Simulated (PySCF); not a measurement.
H2S, SMILES S. Geometry optimised at PBE-D3(BJ)/def2-TZVPD.

PySCF with TDDFT-M06-2X/def2-TZVPD puts the lowest singlet excitations at 5.71, 6.13, 7.41, 7.58, 7.97, 8.68 eV.

Q: What are the lowest excitation roots from PySCF with ADC(3)/aug-cc-pVDZ? (Estimate from the structure and the level; the computed values follow.)

A: 6.02, 6.08, 7.84, 8.33, 8.75, 9.14 eV. S1 differs by 0.31 eV (second minus first; roots are paired by order, and the bases may differ).
